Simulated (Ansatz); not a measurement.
# CH₂FN: single points with varied inputs

How do the results and run time of CH₂FN respond when the settings are drawn wide?

Program: Ansatz 0.2.0, Gaussian basis. Level of theory: the settings change from run to run. These are calculated values, not measurements.

## 1. The relaxed structure

The structure was relaxed beforehand with PBE0-D4 in a triple-zeta def2 set.

SMILES `N=CF`, 5 atoms, charge 0, spin multiplicity 1.

Atoms are counted from 1 here; the program's logs count them from 0.

Bond lengths: N1–C2 1.242 Å, N1–H4 1.016 Å, C2–F3 1.329 Å, C2–H5 1.092 Å. Angles: C2–N1–H4 110.6°, N1–C2–F3 120.0°, N1–C2–H5 129.8°, F3–C2–H5 110.2°.

## 2. revPBE0/aug-pcseg-2

This run has charge +1, multiplicity 2, restricted open-shell orbitals, density fitting with def2-universal-jkfit, D3(BJ) with three-body dispersion, high accuracy.

in.yaml

```yaml
crystal:
  periodic: [false, false, false]
  atoms:
    - {symbol: N, position_ang: [-0.719915, -0.454394, -0.439799]}
    - {symbol: C, position_ang: [0.296468, -0.034526, 0.137289]}
    - {symbol: F, position_ang: [1.242446, -0.884843, 0.520813]}
    - {symbol: H, position_ang: [-1.343939, 0.314087, -0.667296]}
    - {symbol: H, position_ang: [0.574840, 0.985975, 0.407593]}
basis:
  gaussian: {orbitals: aug-pcseg-2, fitting: {mean_field: def2-universal-jkfit}}
total_charge: 1
magnetization: {spin_polarized: false, initial_magnetization: 1}
hamiltonian: {xc: {name: revPBE0}, dispersion: d3bjatm}
accuracy: high
output: {forces: true}
```

Launch:

```bash
> ansatz run in.yaml --threads 2 --pin off --events-out ev --progress --plain --max-ram 4352MiB
```

Output:

```text
Functional definition: revPBE0
  name "revPBE0"
  cite "Zhang & Yang, Phys. Rev. Lett. 80, 890 (1998) doi:10.1103/PhysRevLett.80.890"
  cite "Adamo & Barone, J. Chem. Phys. 110, 6158 (1999) doi:10.1063/1.478522"
  cite "Perdew, Burke & Ernzerhof, Phys. Rev. Lett. 77, 3865 (1996) doi:10.1103/PhysRevLett.77.3865"
  parameter a = 0.25
  parameter kappa = 1.245
  parameter beta = 0.06672455060314922
  exchange = (1 - a)*pbe_x(kappa = kappa, mu = beta*pi^2/3) + a*exact_x
  correlation = pbe_c(beta = beta)
265 factors; integrals over basis functions are off by at most 1.0e0 eV
mean field evaluation 1: about -5257.4812 eV, gradient 6.3e1 eV
mean field evaluation 2: about -5257.4796 eV, gradient 6.3e1 eV
mean field evaluation 4: about -5260.0364 eV, gradient 4.3e1 eV
mean field evaluation 8: about -5263.9223 eV, gradient 2.6e-1 eV
mean field evaluation 16: about -5263.9224 eV, gradient 7.0e-5 eV
mean field evaluation 32: about -5263.7525 eV, gradient 1.2e0 eV
mean field -5263.92244843 eV, -193.4455819650 hartree, gradient 3.7e-8 eV, S^2 0.750000; 2 other end points of the search recorded, 0 dependent functions left out
the calculation of the forces begins
reference -5263.92245302 eV, -193.4455821336 hartree; 12, 11 occupied and 172, 173 virtual orbitals, 265 factors
Total energy: -5264.04139827 eV, -193.4499532910 hartree
Atom 0 at    -0.719915    -0.454394    -0.439799 Å, force    -0.379738     2.870097     0.160130 eV/Å
Atom 1 at     0.296468    -0.034526     0.137289 Å, force     4.386795    -4.163723     1.751550 eV/Å
Atom 2 at     1.242446    -0.884843     0.520813 Å, force    -1.462776     1.511836    -0.569443 eV/Å
Atom 3 at    -1.343939     0.314087    -0.667296 Å, force    -1.863396    -0.837258    -1.067565 eV/Å
Atom 4 at     0.574840     0.985975     0.407593 Å, force    -0.680885     0.619048    -0.274672 eV/Å
Dipole moment:    -0.586894     0.640192    -0.224126 e Å
```

It took 6.5 s on 2 threads of Arm Neoverse V2, shared host; peak memory 0.28 GiB.

Largest force 6.297 eV/Å.

## 3. B2GP-PLYP/6-31++G**

in.yaml, as its differences from that of step 2:

```diff
@@ -9,7 +9,3 @@
 basis:
-  gaussian: {orbitals: aug-pcseg-2, fitting: {mean_field: def2-universal-jkfit}}
-total_charge: 1
-magnetization: {spin_polarized: false, initial_magnetization: 1}
-hamiltonian: {xc: {name: revPBE0}, dispersion: d3bjatm}
-accuracy: high
-output: {forces: true}
+  gaussian: {orbitals: "6-31++G**"}
+hamiltonian: {xc: {name: B2GP-PLYP}}
```

Launched as before.

Output (excerpt; [...] marks lines left out):

```text
Functional definition: B2GP-PLYP
  name "B2GP-PLYP"
  cite "Karton, Tarnopolsky, Lamère, Schatz & Martin, J. Phys. Chem. A 112, 12868 (2008) doi:10.1021/jp801805p"
  cite "Becke, Phys. Rev. A 38, 3098 (1988) doi:10.1103/PhysRevA.38.3098"
  cite "Lee, Yang & Parr, Phys. Rev. B 37, 785 (1988) doi:10.1103/PhysRevB.37.785"
[...]
610 factors; integrals over basis functions are off by at most 1.1e-3 eV
[...]
mean field -5264.81547906 eV, -193.4784002354 hartree, gradient 4.8e-6 eV, S^2 0.000000; 0 other end points of the search recorded, 0 dependent functions left out
3 core orbitals not correlated: weight in the atoms' cores, before any rotation towards them, 1.000 or more for the frozen orbitals, at most 0.000 for the correlated occupied ones
reference -5264.81559664 eV, -193.4784045564 hartree; 9, 9 occupied and 57, 57 virtual orbitals, 610 factors
second order -15.01755017 eV of doubles, -0.00000000 eV of singles
Total energy: -5270.22191470 eV, -193.6770830806 hartree
```

Run time: 0.8 s. Hardware: 2 threads of Arm Neoverse V2, shared host.

## 4. r2SCAN0/aug-pcseg-2

Options: finite nuclei, D3(BJ) dispersion, high accuracy, the search for lower states set to light.

in.yaml, as its differences from that of step 3:

```diff
@@ -9,3 +9,6 @@
 basis:
-  gaussian: {orbitals: "6-31++G**"}
-hamiltonian: {xc: {name: B2GP-PLYP}}
+  gaussian: {orbitals: aug-pcseg-2, nuclear_model: gaussian}
+hamiltonian: {xc: {name: r2SCAN0}, dispersion: d3bj}
+accuracy: high
+scf: {lower_state_search: light}
+output: {forces: true}
```

Launched as before.

Output (excerpt; [...] marks lines left out):

```text
Warning: the engine holds no damping parameters fitted to this dispersion correction and functional, so the run takes those fitted to r2scan0 beside the three-body term, which d3bj leaves out (hamiltonian.dispersion, under Limitations)
Functional definition: r2SCAN0
  name "r2SCAN0"
  cite "Bursch, Neugebauer, Ehlert & Grimme, J. Chem. Phys. 156, 134105 (2022) doi:10.1063/5.0086040"
  cite "Furness, Kaplan, Ning, Perdew & Sun, J. Phys. Chem. Lett. 11, 8208 (2020) doi:10.1021/acs.jpclett.0c02405"
  cite "Furness, Kaplan, Ning, Perdew & Sun, J. Phys. Chem. Lett. 11, 9248 (2020) doi:10.1021/acs.jpclett.0c03077"
  parent r2scan
[...]
2812 factors; integrals over basis functions are off by at most 3.1e-9 eV
[...]
mean field -5274.63553220 eV, -193.8392805319 hartree, gradient 2.7e-8 eV, S^2 0.000000; 0 other end points of the search recorded, 0 dependent functions left out
[...]
reference -5274.63553345 eV, -193.8392805780 hartree; 12, 12 occupied and 172, 172 virtual orbitals, 2812 factors
Total energy: -5274.64936382 eV, -193.8397888346 hartree
Atom 0 at    -0.719915    -0.454394    -0.439799 Å, force     0.186444     0.299480     0.132244 eV/Å
Atom 1 at     0.296468    -0.034526     0.137289 Å, force    -0.117168    -0.028279    -0.063072 eV/Å
Atom 2 at     1.242446    -0.884843     0.520813 Å, force    -0.189035     0.139639    -0.080277 eV/Å
Atom 3 at    -1.343939     0.314087    -0.667296 Å, force     0.183669    -0.191748     0.071861 eV/Å
Atom 4 at     0.574840     0.985975     0.407593 Å, force    -0.063910    -0.219092    -0.060757 eV/Å
Dipole moment:    -0.055691     0.579712     0.042958 e Å
```

Run time: 14 s. Hardware: 2 threads of Arm Neoverse V2, shared host; peak memory 0.82 GiB.

Largest force 0.377 eV/Å, dipole 2.80 D.

## 5. B3LYP/def2-TZVPD

This run has D3(BJ) with three-body dispersion, relativity set to scalar.

in.yaml, as its differences from that of step 4:

```diff
@@ -9,6 +9,3 @@
 basis:
-  gaussian: {orbitals: aug-pcseg-2, nuclear_model: gaussian}
-hamiltonian: {xc: {name: r2SCAN0}, dispersion: d3bj}
-accuracy: high
-scf: {lower_state_search: light}
-output: {forces: true}
+  gaussian: {orbitals: def2-TZVPD}
+hamiltonian: {xc: {name: B3LYP}, dispersion: d3bjatm, pseudopotentials: {relativity: scalar}}
```

The command is unchanged.

Output (excerpt; [...] marks lines left out):

```text
Functional definition: B3LYP
  name "B3LYP"
  cite "Stephens, Devlin, Chabalowski & Frisch, J. Phys. Chem. 98, 11623 (1994) doi:10.1021/j100096a001"
  cite "Becke, Phys. Rev. A 38, 3098 (1988) doi:10.1103/PhysRevA.38.3098"
  cite "Lee, Yang & Parr, Phys. Rev. B 37, 785 (1988) doi:10.1103/PhysRevB.37.785"
  cite "Vosko, Wilk & Nusair, Can. J. Phys. 58, 1200 (1980) doi:10.1139/p80-159"
[...]
652 factors; their error is unknown
[...]
mean field -5281.59029366 eV, -194.0948633016 hartree, gradient 2.5e-5 eV, S^2 0.000000; 0 other end points of the search recorded, 0 dependent functions left out
reference -5281.59051149 eV, -194.0948713067 hartree; 12, 12 occupied and 120, 120 virtual orbitals, 652 factors
Total energy: -5281.67599798 eV, -194.0980128773 hartree
Relativity: scalar
```

Wall time 1.1 s (2 threads of Arm Neoverse V2, shared host).

## 6. MP2/def2-TZVPP

Options: atoms shaken by 0.03 Å.

in.yaml

```yaml
crystal:
  periodic: [false, false, false]
  atoms:
    - {symbol: N, position_ang: [-0.689017, -0.415139, -0.440518]}
    - {symbol: C, position_ang: [0.265636, -0.044031, 0.096798]}
    - {symbol: F, position_ang: [1.241749, -0.863657, 0.481662]}
    - {symbol: H, position_ang: [-1.408349, 0.263992, -0.675068]}
    - {symbol: H, position_ang: [0.566358, 0.932671, 0.445523]}
basis:
  gaussian: {orbitals: def2-TZVPP}
hamiltonian: {xc: {name: HF}}
correlation: {method: mp2}
```

Same command.

Output:

```text
Functional definition: HF
  name "HF"
  cite "Fock, Z. Phys. 61, 126 (1930) doi:10.1007/BF01340294"
  parent pbe
  exchange = exact_x
  correlation = 0
755 factors; integrals over basis functions are off by at most 1.0e-3 eV
mean field evaluation 1: about -5248.6993 eV, gradient 3.5e1 eV
mean field evaluation 2: about -5248.7047 eV, gradient 3.5e1 eV
mean field evaluation 4: about -5251.0466 eV, gradient 2.8e0 eV
mean field evaluation 8: about -5251.0836 eV, gradient 1.6e-1 eV
mean field -5251.08371872 eV, -192.9737673505 hartree, gradient 2.2e-6 eV, S^2 0.000000; 0 other end points of the search recorded, 0 dependent functions left out
3 core orbitals not correlated: weight in the atoms' cores, before any rotation towards them, 1.000 or more for the frozen orbitals, at most 0.000 for the correlated occupied ones
reference -5251.08371872 eV, -192.9737673505 hartree; 9, 9 occupied and 109, 109 virtual orbitals, 755 factors
second order -16.40759078 eV of doubles, -0.00000000 eV of singles
Total energy: -5267.49130950 eV, -193.5767351901 hartree
```

Wall time 0.55 s (2 threads of Arm Neoverse V2, shared host).

## 7. PBEsol/6-31++G**

This run has charge -1, multiplicity 2, restricted open-shell orbitals, atoms shaken by 0.08 Å, D3(BJ) dispersion.

in.yaml

```yaml
crystal:
  periodic: [false, false, false]
  atoms:
    - {symbol: N, position_ang: [-0.716087, -0.459886, -0.488606]}
    - {symbol: C, position_ang: [0.222831, -0.028795, 0.008391]}
    - {symbol: F, position_ang: [1.404856, -0.829813, 0.603184]}
    - {symbol: H, position_ang: [-1.417588, 0.206715, -0.555843]}
    - {symbol: H, position_ang: [0.587183, 1.061328, 0.342143]}
basis:
  gaussian: {orbitals: "6-31++G**"}
total_charge: -1
magnetization: {spin_polarized: false, initial_magnetization: 1}
hamiltonian: {xc: {name: PBEsol}, dispersion: d3bj}
output: {forces: true}
```

Same command.

Output (excerpt; [...] marks lines left out):

```text
Functional definition: PBEsol
  name "PBEsol"
  cite "Perdew et al., Phys. Rev. Lett. 100, 136406 (2008) doi:10.1103/PhysRevLett.100.136406"
  cite "Perdew, Burke & Ernzerhof, Phys. Rev. Lett. 77, 3865 (1996) doi:10.1103/PhysRevLett.77.3865"
  parent pbesol
[...]
668 factors; their error is unknown
[...]
mean field -5250.74516383 eV, -192.9613256879 hartree, gradient 4.4e-6 eV, S^2 0.750000; 7 other end points of the search recorded, 0 dependent functions left out
[...]
reference -5250.74520369 eV, -192.9613271525 hartree; 13, 12 occupied and 56, 57 virtual orbitals, 668 factors
Total energy: -5250.76087283 eV, -192.9619029828 hartree
Atom 0 at    -0.716087    -0.459886    -0.488606 Å, force    -4.776351    -6.222021    -3.197002 eV/Å
Atom 1 at     0.222831    -0.028795     0.008391 Å, force    10.454982     5.258723     6.281299 eV/Å
Atom 2 at     1.404856    -0.829813     0.603184 Å, force    -1.924176     0.557683    -1.408806 eV/Å
Atom 3 at    -1.417588     0.206715    -0.555843 Å, force    -2.855439     2.344971    -0.905052 eV/Å
Atom 4 at     0.587183     1.061328     0.342143 Å, force    -0.899015    -1.939355    -0.770439 eV/Å
Dipole moment:     0.889676    -1.250406     0.140166 e Å
```

Wall time 2.4 s (2 threads of Arm Neoverse V2, shared host).

Largest force 13.282 eV/Å.

## 8. wB97X-V/def2-TZVPD

This run has atoms shaken by 0.15 Å, relativity set to scalar, the search for lower states set to light.

in.yaml

```yaml
crystal:
  periodic: [false, false, false]
  atoms:
    - {symbol: N, position_ang: [-0.679213, -0.675389, 0.056611]}
    - {symbol: C, position_ang: [0.237533, 0.028458, -0.084026]}
    - {symbol: F, position_ang: [1.382365, -0.936815, 0.560138]}
    - {symbol: H, position_ang: [-1.377210, 0.448731, -0.794839]}
    - {symbol: H, position_ang: [0.609132, 0.753621, 0.282394]}
basis:
  gaussian: {orbitals: def2-TZVPD}
hamiltonian: {xc: {name: wB97X-V}, pseudopotentials: {relativity: scalar}}
scf: {lower_state_search: light}
```

Same command.

Output (excerpt; [...] marks lines left out):

```text
Functional definition: wB97X-V
  name "wB97X-V"
  cite "Mardirossian & Head-Gordon, Phys. Chem. Chem. Phys. 16, 9904 (2014) doi:10.1039/C3CP54374A"
  cite "Becke, J. Chem. Phys. 107, 8554 (1997) doi:10.1063/1.475007"
  cite "Vydrov & Van Voorhis, J. Chem. Phys. 133, 244103 (2010) doi:10.1063/1.3521275"
[...]
      + integral(e_c_pw_opposite_spin*poly(b97_u_opposite, cos0, cos1)) + vv10(b, c)
652 factors; their error is unknown
210 factors; integrals over basis functions are off by at most 2.6e-5 eV
[...]
mean field -5274.03059476 eV, -193.8170494912 hartree, gradient 2.0e-5 eV, S^2 0.000000; 0 other end points of the search recorded, 0 dependent functions left out
reference -5274.03059270 eV, -193.8170494152 hartree; 12, 12 occupied and 120, 120 virtual orbitals, 652 factors
Total energy: -5274.03059270 eV, -193.8170494152 hartree
Relativity: scalar
```

Wall time 2.8 s (2 threads of Arm Neoverse V2, shared host).

## 9. BHLYP/x2c-TZVPPall

Set apart from the defaults: charge -1, multiplicity 2, atoms shaken by 0.08 Å, a grid of angular degree 47.

in.yaml

```yaml
crystal:
  periodic: [false, false, false]
  atoms:
    - {symbol: N, position_ang: [-0.774824, -0.448822, -0.528559]}
    - {symbol: C, position_ang: [0.297141, -0.071976, 0.067159]}
    - {symbol: F, position_ang: [1.262479, -0.982091, 0.652550]}
    - {symbol: H, position_ang: [-1.220557, 0.443783, -0.650129]}
    - {symbol: H, position_ang: [0.674649, 1.037491, 0.447253]}
basis:
  gaussian: {orbitals: x2c-TZVPPall, final_grid: {core_spheres: 20, valence_spheres: 16, degree: 47}}
total_charge: -1
magnetization: {spin_polarized: true, initial_magnetization: 1}
hamiltonian: {xc: {name: BHLYP}}
output: {forces: true}
```

Same command.

Output (excerpt; [...] marks lines left out):

```text
Functional definition: BHLYP
  name "BHLYP"
  cite "Becke, J. Chem. Phys. 98, 1372 (1993) doi:10.1063/1.464304"
  cite "Becke, Phys. Rev. A 38, 3098 (1988) doi:10.1103/PhysRevA.38.3098"
  cite "Lee, Yang & Parr, Phys. Rev. B 37, 785 (1988) doi:10.1103/PhysRevB.37.785"
[...]
683 factors; their error is unknown
[...]
mean field -5276.68538693 eV, -193.9146113039 hartree, gradient 4.3e-5 eV, S^2 0.759066; 2 other end points of the search recorded, 0 dependent functions left out
[...]
reference -5276.68551847 eV, -193.9146161378 hartree; 13, 12 occupied and 108, 109 virtual orbitals, 683 factors
Total energy: -5276.68551847 eV, -193.9146161378 hartree
Relativity: scalar
Atom 0 at    -0.774824    -0.448822    -0.528559 Å, force    -2.420547    -0.995970    -0.532020 eV/Å
Atom 1 at     0.297141    -0.071976     0.067159 Å, force     5.741847     4.120175     1.621081 eV/Å
Atom 2 at     1.262479    -0.982091     0.652550 Å, force    -1.231738     0.001448    -0.175107 eV/Å
Atom 3 at    -1.220557     0.443783    -0.650129 Å, force    -0.649490    -0.111558    -0.307713 eV/Å
Atom 4 at     0.674649     1.037491     0.447253 Å, force    -1.440072    -3.014096    -0.606241 eV/Å
Dipole moment:     0.179503     0.276797     0.197749 e Å
```

Run time: 3.1 s. Hardware: 2 threads of Arm Neoverse V2, shared host.

Largest force 7.251 eV/Å, ⟨S²⟩ 0.759.

## 10. revPBE0/def2-mTZVP

Set apart from the defaults: high accuracy.

in.yaml

```yaml
crystal:
  periodic: [false, false, false]
  atoms:
    - {symbol: N, position_ang: [-0.719915, -0.454394, -0.439799]}
    - {symbol: C, position_ang: [0.296468, -0.034526, 0.137289]}
    - {symbol: F, position_ang: [1.242446, -0.884843, 0.520813]}
    - {symbol: H, position_ang: [-1.343939, 0.314087, -0.667296]}
    - {symbol: H, position_ang: [0.574840, 0.985975, 0.407593]}
basis:
  gaussian: {orbitals: def2-mTZVP}
hamiltonian: {xc: {name: revPBE0}}
accuracy: high
output: {forces: true}
```

The command is unchanged.

Output (excerpt; [...] marks lines left out):

```text
Functional definition: revPBE0
  name "revPBE0"
  cite "Zhang & Yang, Phys. Rev. Lett. 80, 890 (1998) doi:10.1103/PhysRevLett.80.890"
  cite "Adamo & Barone, J. Chem. Phys. 110, 6158 (1999) doi:10.1063/1.478522"
  cite "Perdew, Burke & Ernzerhof, Phys. Rev. Lett. 77, 3865 (1996) doi:10.1103/PhysRevLett.77.3865"
[...]
1225 factors; integrals over basis functions are off by at most 3.4e-9 eV
[...]
mean field -5275.16319118 eV, -193.8586716420 hartree, gradient 6.4e-8 eV, S^2 0.000000; 0 other end points of the search recorded, 0 dependent functions left out
[...]
reference -5275.16319366 eV, -193.8586717331 hartree; 12, 12 occupied and 51, 51 virtual orbitals, 1225 factors
Total energy: -5275.16319366 eV, -193.8586717331 hartree
Atom 0 at    -0.719915    -0.454394    -0.439799 Å, force    -0.273228    -0.199276    -0.166914 eV/Å
Atom 1 at     0.296468    -0.034526     0.137289 Å, force     0.051307     0.311822     0.066025 eV/Å
Atom 2 at     1.242446    -0.884843     0.520813 Å, force     0.286679    -0.216411     0.121447 eV/Å
Atom 3 at    -1.343939     0.314087    -0.667296 Å, force    -0.075592     0.089160    -0.027393 eV/Å
Atom 4 at     0.574840     0.985975     0.407593 Å, force     0.010834     0.014704     0.006835 eV/Å
Dipole moment:    -0.071686     0.615276     0.039091 e Å
```

Wall time 1.5 s (2 threads of Arm Neoverse V2, shared host).

Largest force 0.379 eV/Å, dipole 2.98 D.

## 11. The runs in one table

| level | charge | multiplicity | geometry | functions | energy (eV) | time |
| --- | --- | --- | --- | --- | --- | --- |
| revPBE0/aug-pcseg-2 | 1 | 2 | relaxed | 184 | -5264.041 | 6.5 s |
| B2GP-PLYP/6-31++G** | 0 | 1 | relaxed | 69 | -5270.222 | 0.8 s |
| r2SCAN0/aug-pcseg-2 | 0 | 1 | relaxed | 184 | -5274.649 | 14 s |
| B3LYP/def2-TZVPD | 0 | 1 | relaxed | 132 | -5281.676 | 1.1 s |
| MP2/def2-TZVPP | 0 | 1 | shaken | 121 | -5267.491 | 0.55 s |
| PBEsol/6-31++G** | -1 | 2 | shaken | 69 | -5250.761 | 2.4 s |
| wB97X-V/def2-TZVPD | 0 | 1 | shaken | 132 | -5274.031 | 2.8 s |
| BHLYP/x2c-TZVPPall | -1 | 2 | shaken | 121 | -5276.686 | 3.1 s |
| revPBE0/def2-mTZVP | 0 | 1 | relaxed | 63 | -5275.163 | 1.5 s |

## 12. Results

```
                                         quantity                      value
                                             runs                          9
                                         quickest     MP2/def2-TZVPP, 0.55 s
                                          slowest  r2SCAN0/aug-pcseg-2, 14 s
spread of total energies, same state and geometry                    11.5 eV
                  dipole, same state and geometry             2.80 to 2.98 D
```

In words: Run time spans a factor of 25, from MP2/def2-TZVPP to r2SCAN0/aug-pcseg-2. The jobs differ in tasks and options as well as level. The totals spread over 11 eV; they can't be compared across methods or bases. At the PBE0-D4/def2-TZVP geometry and in the same state, runs without warnings or point charges leave forces up to 0.38 eV/Å (revPBE0/def2-mTZVP).
